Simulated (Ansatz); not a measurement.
Other settings, tried on the cluster B₂H₃ (the lowest doublet isomer of a short search).

```yaml
crystal:
  periodic: [false, false, false]
  atoms:
    - {symbol: B, position_ang: [0.473081, -0.297472, -0.255385]}
    - {symbol: B, position_ang: [-0.728723, 0.458450, 0.393348]}
    - {symbol: H, position_ang: [-1.634540, 1.028026, 0.882489]}
    - {symbol: H, position_ang: [1.090602, 0.190097, -1.155170]}
    - {symbol: H, position_ang: [0.799590, -1.379101, 0.134718]}
basis:
  gaussian: {orbitals: aug-cc-pVDZ, nuclear_model: gaussian}
magnetization: {spin_polarized: true, initial_magnetization: 1}
hamiltonian: {xc: {name: SPW92}, pseudopotentials: {relativity: scalar}}
```

```sh
$ ansatz run in.yaml --threads 4 --pin off --events-out ev --progress --plain --max-ram 3916MiB
```

Output, abridged:

```
Functional definition: SPW92
588 factors; their error is unknown
mean field evaluation 1: about -1377.3865 eV, gradient 2.4e1 eV
mean field evaluation 2: about -1373.8139 eV, gradient 3.1e1 eV
mean field evaluation 4: about -1381.8245 eV, gradient 2.7e0 eV
mean field evaluation 8: about -1381.8582 eV, gradient 1.6e-2 eV
mean field -1381.85823299 eV, -50.7823534052 hartree, gradient 1.6e-5 eV, S^2 0.751840; 0 other end points of the search recorded, 0 dependent functions left out
reference -1381.85830019 eV, -50.7823558747 hartree; 7, 6 occupied and 66, 67 virtual orbitals, 588 factors
Total energy: -1381.85830019 eV, -50.7823558747 hartree
Relativity: scalar
```

Hardware: 4 threads of Arm Neoverse V2 on a shared host. Wall time 0.25 s.
